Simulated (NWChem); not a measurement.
Everything below was run with NWChem. System: phenol (C$_{6}$H$_{6}$O), charge 0, spin multiplicity 1, at a geometry optimised with B3LYP/def2-SVP. Level: MP2/def2-SVP, 7 core orbitals frozen.

The NWChem input:

```
start mol
memory heap 200 mb stack 900 mb global 1100 mb
geometry units angstroms nocenter noautoz
  O     -2.268330     0.422500     0.000000
  C     -0.935637     0.155491     0.000000
  C     -0.051317     1.244919     0.000000
  C      1.325310     1.020412     0.000000
  C      1.838888    -0.282254     0.000000
  C      0.954546    -1.363969     0.000000
  C     -0.427211    -1.151615     0.000000
  H     -2.762515    -0.407658     0.000000
  H     -0.465174     2.255402     0.000000
  H      2.006542     1.875516     0.000000
  H      2.917993    -0.451149     0.000000
  H      1.338757    -2.387443     0.000000
  H     -1.116434    -2.002581     0.000000
  symmetry group Cs
end
basis spherical
  * library def2-svp
end
scf
  rhf
  nopen 0
  maxiter 100
  thresh 1e-7
  semidirect memsize 60000000 filesize 0
end
mp2
  freeze core 7
end
task mp2 energy
```

Output (cleaned and shortened):

```
             Northwest Computational Chemistry Package (NWChem) 7.3.0
             --------------------------------------------------------

                                NWChem Input Module
                                -------------------

 Scaling coordinates for geometry "geometry" by  1.889725989
 (inverse scale =  0.529177249)

 Turning off AUTOSYM since
 SYMMETRY directive was detected!

                             Geometry "geometry" -> ""
                             -------------------------

 Output coordinates in angstroms (scale by  1.889725989 to convert to a.u.)

  No.       Tag          Charge          X              Y              Z
 ---- ---------------- ---------- -------------- -------------- --------------
    1 O                    8.0000    -2.26833000     0.42250000     0.00000000
    2 C                    6.0000    -0.93563700     0.15549100     0.00000000
    3 C                    6.0000    -0.05131700     1.24491900     0.00000000
    4 C                    6.0000     1.32531000     1.02041200     0.00000000
    5 C                    6.0000     1.83888800    -0.28225400     0.00000000
    6 C                    6.0000     0.95454600    -1.36396900     0.00000000
    7 C                    6.0000    -0.42721100    -1.15161500     0.00000000
    8 H                    1.0000    -2.76251500    -0.40765800     0.00000000
    9 H                    1.0000    -0.46517400     2.25540200     0.00000000
   10 H                    1.0000     2.00654200     1.87551600     0.00000000
   11 H                    1.0000     2.91799300    -0.45114900     0.00000000
   12 H                    1.0000     1.33875700    -2.38744300     0.00000000
   13 H                    1.0000    -1.11643400    -2.00258100     0.00000000

 Effective nuclear repulsion energy (a.u.)     270.4484863940

            Nuclear Dipole moment (a.u.)
            ----------------------------
        X                 Y               Z
 ---------------- ---------------- ----------------
     0.0000056692    -0.0000170075     0.0000000000

      Symmetry information
      --------------------

 Group name             Cs
 Group number              2
 Group order               2
 No. of unique centers    13

      Symmetry unique atoms

     1    2    3    4    5    6    7    8    9   10   11   12   13


 Summary of "ao basis" -> "" (spherical)
 ------------------------------------------------------------------------------
       Tag                 Description            Shells   Functions and Types
 ---------------- ------------------------------  ------  ---------------------
 *                          def2-svp                  on all atoms

 Summary of "ao basis" -> "ao basis" (spherical)
 ------------------------------------------------------------------------------
       Tag                 Description            Shells   Functions and Types
 ---------------- ------------------------------  ------  ---------------------
 O                          def2-svp                 6       14   3s2p1d
 C                          def2-svp                 6       14   3s2p1d
 H                          def2-svp                 3        5   2s1p

                                 NWChem SCF Module
                                 -----------------

  ao basis        = "ao basis"
  functions       =   128
  atoms           =    13
  closed shells   =    25
  open shells     =     0
  charge          =   0.00
  wavefunction    = RHF
  use symmetry    = T
  symmetry adapt  = T

 Summary of "ao basis" -> "ao basis" (spherical)
 ------------------------------------------------------------------------------
       Tag                 Description            Shells   Functions and Types
 ---------------- ------------------------------  ------  ---------------------
 O                          def2-svp                 6       14   3s2p1d
 C                          def2-svp                 6       14   3s2p1d
 H                          def2-svp                 3        5   2s1p

      Symmetry analysis of basis
      --------------------------

        a'         94
        a"         34

 Forming initial guess at       0.1s

      Superposition of Atomic Density Guess
      -------------------------------------

 Sum of atomic energies:        -303.43569110

      Non-variational initial energy
      ------------------------------

 Total energy =    -308.144309
 1-e energy   =    -945.001378
 2-e energy   =     366.408582
 HOMO         =      -0.264326
 LUMO         =      -0.011241

      Symmetry analysis of molecular orbitals - initial
      -------------------------------------------------

  Numbering of irreducible representations:

     1 a'          2 a"

  Orbital symmetries:

     1 a'          2 a'          3 a'          4 a'          5 a'
     6 a'          7 a'          8 a'          9 a'         10 a'
    11 a'         12 a'         13 a'         14 a'         15 a'
    16 a'         17 a"         18 a'         19 a'         20 a'
    21 a"         22 a'         23 a'         24 a"         25 a"
    26 a"         27 a"         28 a'         29 a'         30 a'
    31 a'         32 a"         33 a'         34 a'         35 a'

 Starting SCF solution at       2.3s

 ----------------------------------------------
         Quadratically convergent ROHF

 Convergence threshold     :          1.000E-07
 Maximum no. of iterations :          100
 Final Fock-matrix accuracy:          1.000E-09
 ----------------------------------------------

              iter       energy          gnorm     gmax       time
             ----- ------------------- --------- --------- --------
[...]
       -----------------------------------------------

  Numbering of irreducible representations:

     1 a'          2 a"

  Orbital symmetries:

     1 a'          2 a'          3 a'          4 a'          5 a'
     6 a'          7 a'          8 a'          9 a'         10 a'
    11 a'         12 a'         13 a'         14 a'         15 a'
    16 a'         17 a'         18 a"         19 a'         20 a'
    21 a'         22 a'         23 a"         24 a"         25 a"
    26 a"         27 a"         28 a'         29 a'         30 a'
    31 a'         32 a'         33 a'         34 a"         35 a'

             Final eigenvalues
             -----------------

              1
    1  -20.5837
    2  -11.3074
    3  -11.2486
    4  -11.2463
    5  -11.2397
    6  -11.2333
    7  -11.2331
    8   -1.3898
    9   -1.1353
   10   -1.0084
   11   -0.9931
   12   -0.8410
   13   -0.8162
   14   -0.7337
   15   -0.6827
   16   -0.6512
   17   -0.6096
   18   -0.5922
   19   -0.5909
   20   -0.5683
   21   -0.5192
   22   -0.4942
   23   -0.4827
   24   -0.3443
   25   -0.3151
   26    0.1271
   27    0.1479
   28    0.1753
   29    0.1906
   30    0.2240
   31    0.2408
   32    0.2672
   33    0.2767
   34    0.3541
   35    0.4081

                       ROHF Final Molecular Orbital Analysis
                       -------------------------------------

 Vector   23  Occ=2.000000D+00  E=-4.827313D-01  Symmetry=a"
              MO Center=  2.9D-01, -6.3D-02, -7.1D-16, r^2= 3.8D+00
   Bfn.  Coefficient  Atom+Function         Bfn.  Coefficient  Atom+Function
  ----- ------------  ---------------      ----- ------------  ---------------
     6      0.281879   1 O  pz               62     -0.241627   5 C  pz
     9      0.230598   1 O  pz               76     -0.228060   6 C  pz
    48     -0.220040   4 C  pz               90     -0.187247   7 C  pz
    34     -0.175188   3 C  pz               65     -0.152394   5 C  pz

 Vector   24  Occ=2.000000D+00  E=-3.443269D-01  Symmetry=a"
              MO Center=  4.1D-01, -4.1D-02, -5.6D-17, r^2= 3.1D+00
   Bfn.  Coefficient  Atom+Function         Bfn.  Coefficient  Atom+Function
  ----- ------------  ---------------      ----- ------------  ---------------
    90     -0.298362   7 C  pz               48      0.284992   4 C  pz
    34      0.278574   3 C  pz               76     -0.257556   6 C  pz
    93     -0.251157   7 C  pz               37      0.227448   3 C  pz
    51      0.227705   4 C  pz               79     -0.203305   6 C  pz

 Vector   25  Occ=2.000000D+00  E=-3.151356D-01  Symmetry=a"
              MO Center=  2.2D-01, -2.8D-02, -1.8D-15, r^2= 3.5D+00
   Bfn.  Coefficient  Atom+Function         Bfn.  Coefficient  Atom+Function
  ----- ------------  ---------------      ----- ------------  ---------------
    62     -0.316669   5 C  pz               20      0.291314   2 C  pz
    65     -0.273765   5 C  pz                6     -0.230536   1 O  pz
     9     -0.223475   1 O  pz               34      0.211988   3 C  pz
    23      0.205977   2 C  pz               37      0.185677   3 C  pz
    90      0.183130   7 C  pz               93      0.169541   7 C  pz

 Vector   26  Occ=0.000000D+00  E= 1.270963D-01  Symmetry=a"
              MO Center=  4.9D-01, -6.9D-02,  7.8D-16, r^2= 3.8D+00
   Bfn.  Coefficient  Atom+Function         Bfn.  Coefficient  Atom+Function
  ----- ------------  ---------------      ----- ------------  ---------------
    79      0.533314   6 C  pz               51     -0.512671   4 C  pz
    37      0.507515   3 C  pz               93     -0.509339   7 C  pz
    76      0.283469   6 C  pz               48     -0.277607   4 C  pz
    34      0.269932   3 C  pz               90     -0.263057   7 C  pz

 Vector   27  Occ=0.000000D+00  E= 1.478850D-01  Symmetry=a"
              MO Center=  4.6D-01, -6.4D-02,  5.6D-15, r^2= 3.8D+00
   Bfn.  Coefficient  Atom+Function         Bfn.  Coefficient  Atom+Function
  ----- ------------  ---------------      ----- ------------  ---------------
    65      0.620218   5 C  pz               23      0.583186   2 C  pz
    20      0.368765   2 C  pz               51     -0.346806   4 C  pz
    79     -0.336928   6 C  pz               62      0.310312   5 C  pz
    93     -0.250009   7 C  pz               37     -0.237364   3 C  pz
     9     -0.210277   1 O  pz               48     -0.182306   4 C  pz

 Vector   28  Occ=0.000000D+00  E= 1.752730D-01  Symmetry=a'
              MO Center= -1.7D+00, -1.3D+00,  2.2D-17, r^2= 6.5D+00
   Bfn.  Coefficient  Atom+Function         Bfn.  Coefficient  Atom+Function
  ----- ------------  ---------------      ----- ------------  ---------------
   125      1.275628  13 H  s               100      0.990319   8 H  s
    73     -0.829007   6 C  s                92      0.759140   7 C  py
     3     -0.621890   1 O  s                17     -0.560619   2 C  s
    91      0.530350   7 C  px              120      0.495755  12 H  s
    45     -0.483772   4 C  s               115      0.470623  11 H  s

 center of mass
 --------------
 x =  -0.03803088 y =   0.02224457 z =   0.00000000

 moments of inertia (a.u.)
 ------------------
         329.434777008387          57.006541552238           0.000000000000
          57.006541552238         682.743638521886           0.000000000000
           0.000000000000           0.000000000000        1012.178415530273

  Mulliken analysis of the total density
  --------------------------------------

    Atom       Charge   Shell Charges
 -----------   ------   -------------------------------------------------------
    1 O    8     8.36   1.99  1.06  0.66  2.86  1.78  0.02
    2 C    6     5.74   1.99  0.91  0.09  1.96  0.71  0.09
    3 C    6     6.10   1.99  0.88  0.32  2.04  0.83  0.04
    4 C    6     6.01   1.99  0.89  0.24  2.00  0.84  0.04
    5 C    6     6.08   1.99  0.87  0.27  2.03  0.87  0.04
    6 C    6     6.01   1.99  0.89  0.24  2.00  0.84  0.04
    7 C    6     6.13   1.99  0.87  0.30  2.04  0.89  0.04
    8 H    1     0.79   0.68  0.05  0.07
    9 H    1     0.95   0.75  0.17  0.03
   10 H    1     0.95   0.76  0.17  0.03
   11 H    1     0.96   0.76  0.18  0.03
   12 H    1     0.95   0.76  0.17  0.03
   13 H    1     0.97   0.76  0.19  0.03

       Multipole analysis of the density wrt the origin
       ------------------------------------------------

     L   x y z        total         open         nuclear
     -   - - -        -----         ----         -------
     0   0 0 0     -0.000000      0.000000     50.000000

     1   1 0 0     -0.010919      0.000000      0.000006
     1   0 1 0     -0.568547      0.000000     -0.000017
     1   0 0 1      0.000000      0.000000      0.000000

     2   2 0 0    -27.239939      0.000000    382.989759
     2   1 1 0      3.571753      0.000000    -25.782098
     2   1 0 1      0.000000      0.000000      0.000000
     2   0 2 0    -27.551349      0.000000    197.842703
     2   0 1 1      0.000000      0.000000      0.000000
     2   0 0 2    -34.007287      0.000000      0.000000

                   NWChem MP2 Semi-direct Energy/Gradient Module
                   ---------------------------------------------

  Basis functions       =    128
  Molecular orbitals    =    128
  Frozen core           =      7
  Frozen virtuals       =      0
  Active alpha occupied =     18
  Active beta occupied  =     18
  Active alpha virtual  =    103
  Active beta virtual   =    103
  Use MO symmetry       = T
  Use skeleton AO sym   = T

  AO/Fock/Back tols     =   1.0D-09  1.0D-09  1.0D-09

 GA uses MA = F    GA memory limited = T

 Available:
  local mem=  1.26D+08
 global mem=  1.44D+08
 local disk=  0.00D+00
  mp2_memr nvloc                   103
  nvloc new                   103
   1 passes of  18:        3145728                      80700                  49561766.
   1 passes of  18: M    126140003           G      144146432           F     122994275.

 Semi-direct pass number   1 of   1  for RHF alpha+beta  at        5.3s
  vrange nnbf                  7858
  mp2_eaftype                   189  avail_ma_in_mb                  1099
 EAF : mp2_eaftype filesize         189   24780883.
  mp2_eaf for mointskh                    189
Node 0 wrote    116.5 Mb in      0.2 s     Agg I/O rate:   529.6 Mb/s
 Done moints_semi at       10.6s
  mp2_eaftype                   189  avail_ma_in_mb                   910
 EAF : mp2_eaftype filesize         189   24780883.
  mp2_eaf for kh                   189
 Done maket at       11.2s
 Done multipass loop at       11.2s

          -------------------------------------------
          SCF energy                -305.334514669319
          Correlation energy          -0.963473383204
          Singlet pairs               -0.582379136920
          Triplet pairs               -0.381094246284
          Total MP2 energy          -306.297988052522
          -------------------------------------------

          ---------------------------------------------------
                    Spin Component Scaled (SCS) MP2
          Same spin pairs                     -0.254062830856
          Same spin scaling factor             0.333333333333
          Opposite spin pairs                 -0.709410552348
          Opposite spin scaling fact.          1.200000000000
          SCS-MP2 correlation energy          -0.935980273103
          Total SCS-MP2 energy              -306.270494942421
          ---------------------------------------------------

 -----------------------
 Performance information
 -----------------------

 Timer overhead =  1.22D-07 seconds/call

               Nr. of calls         CPU time (s)                 Wall time (s)                GFlops
             ---------------    -------------------     ------------------------------   -------------------
Name         Min   Avg   Max    Min     Avg     Max     Min     Avg     Max   Mx/calls   Min     Max     Sum
mp2: moin     1     1     1    5.3     5.3     5.3      5.3     5.3     5.3     5.3      0.0     0.0     0.0
mp2: make     1     1     1   0.63    0.63    0.63     0.63    0.63    0.63    0.63      0.0     0.0     0.0
mp2: tota     1     1     1    5.9     5.9     5.9      5.9     5.9     5.9     5.9      0.0     0.0     0.0

 The average no. of pstat calls per process was 3.00D+00
 with a timing overhead of 3.66D-07s

 Task  times  cpu:       11.2s     wall:       11.2s

 Total times  cpu:       11.2s     wall:       11.2s
```
